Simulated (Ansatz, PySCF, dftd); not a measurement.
System: C3H8O, charge 0, singlet. C3H8O (methoxyethane, SMILES COCC).
B3LYP-D3(BJ)/def2-TZVP minimum from Ansatz (a quantum-chemistry and plane-wave program):
```
C
H 1 1.0999
H 1 1.0999 2 107.18
O 1 1.4156 2 109.77 3 119.17
C 4 1.4088 1 112.87 2 -58.78
H 5 1.0890 4 107.48 1 180.00
H 5 1.0982 6 109.00 4 120.97
H 5 1.0982 6 109.00 7 118.06
C 1 1.5130 2 110.66 3 -120.74
H 9 1.0908 1 110.53 2 179.36
H 9 1.0908 10 108.33 1 -121.24
H 9 1.0915 10 108.52 11 -117.64
```
Charge 0, spin multiplicity 1.

Quantity: enthalpy of formation at 298 K (by atomisation, with rigid-rotor harmonic-oscillator terms from PySCF's Hessian at B3LYP-D3(BJ)/def2-TZVP and the atoms' measured values of the G2/97 table; no spin-orbit terms), in kcal/mol. UHF or UKS for unpaired electrons; spin-orbit terms are left out. Correlated methods leave the cores frozen. Rows without X2C or -DK are non-relativistic. CBS(X,Y): correlation extrapolated as X^-3, Hartree-Fock from the larger set. A bracket is a step between two methods taken in the basis named. Functionals run without relativity, which enters their misses. Double hybrids freeze cores in their MP2 part. 'core' is core correlation in cc-pwCVTZ, 'X2C' scalar relativity in cc-pVTZ-DK, both at CCSD(T). Where a partner has so few electrons that a lower coupled-cluster level is exact, that level stands in.

Measured: -51.7 kcal/mol, -216.3 kJ/mol (G2/97 table in ASE (Curtiss et al.)); atomic spin-orbit terms, which the calculations lack, would raise the computed values.

```csv
level,program,enthalpy of formation at 298 K (kcal/mol),error against that value
PBE-D4/def2-TZVPD,Ansatz + dftd4,-70.1,-18.4
B3LYP-D3(BJ)/def2-TZVPD,Ansatz + dftd3,-52.3,-0.6
wB97X-V/def2-TZVPD,Ansatz,-51.5,0.2
wB97M-V/def2-TZVPD,Ansatz,-52.1,-0.4
B2GP-PLYP-D3(BJ)/def2-TZVPD,Ansatz + dftd3,-36.9,14.8
MP2/cc-pVQZ,Ansatz,-52.2,-0.5
"CCSD(T)/CBS(cc-pVTZ,cc-pVQZ)",Ansatz,-50.5,1.2
CCSDT(Q)/cc-pVDZ,Ansatz,24.2,75.9
"CCSD(T)/CBS(cc-pVTZ,cc-pVQZ) + [CCSDT(Q) - CCSD(T)]/cc-pVDZ + core + X2C",Ansatz,-53.9,-2.2
```
